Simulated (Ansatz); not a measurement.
A run for Ansatz (a first-principles code): U-B2PLYP/def2-TZVPPD on NH2CH4ts, 2S+1 = 2. Files ending in .json are basis or fitting sets from the Basis Set Exchange.

Ansatz 0.2 input:
```yaml
crystal:
  periodic: [false, false, false]
  atoms:
    - {symbol: C, position_ang: [-1.26075000, -0.00000600, 0.01229100]}
    - {symbol: N, position_ang: [1.31325500, -0.00000500, -0.13678200]}
    - {symbol: H, position_ang: [-1.58398700, 0.90853800, -0.48474400]}
    - {symbol: H, position_ang: [-1.46367200, -0.00457300, 1.07730200]}
    - {symbol: H, position_ang: [-1.58474800, -0.90388000, -0.49270000]}
    - {symbol: H, position_ang: [0.04310800, -0.00006400, -0.15169200]}
    - {symbol: H, position_ang: [1.48045900, 0.80557700, 0.46775100]}
    - {symbol: H, position_ang: [1.48055700, -0.80552400, 0.46780800]}
basis:
  gaussian:
    orbitals: def2-TZVPPD.json
hamiltonian:
  xc: {name: B2PLYP}
magnetization: {spin_polarized: true, initial_magnetization: 1}
correlation: {electrons: outside_noble_gas}
```

It printed:

```
WARN ansatz: RAYON_NUM_THREADS=1 ignored (pool sized by the plan → 1); use --threads N
Functional definition: B2PLYP
integrals: 0.24 GiB planned
991 factors; integrals over basis functions are off by at most 1.1e-3 eV
mean field: 0.80 GiB planned
mean field evaluation 1: about -2613.3863 eV, gradient 3.1e1 eV
mean field evaluation 2: about -2613.3986 eV, gradient 3.1e1 eV
mean field evaluation 4: about -2617.4039 eV, gradient 3.5e0 eV
mean field evaluation 8: about -2617.4722 eV, gradient 1.2e-1 eV
mean field evaluation 16: about -2617.4725 eV, gradient 1.1e-3 eV
mean field -2617.47245736 eV, -96.1903386215 hartree, gradient 5.1e-6 eV, S^2 0.768739; 0 other end points of the search recorded, 0 dependent functions left out
2 core orbitals not correlated
reference -2617.47260539 eV, -96.1903440614 hartree; 8, 7 occupied and 166, 167 virtual orbitals, 991 factors
second order -13.68729834 eV of doubles, -0.00000000 eV of singles
Total energy: -2621.16817594 eV, -96.3261537742 hartree
```

The calculation finished and met its thresholds.

Cost: around 5 core-seconds (rough).
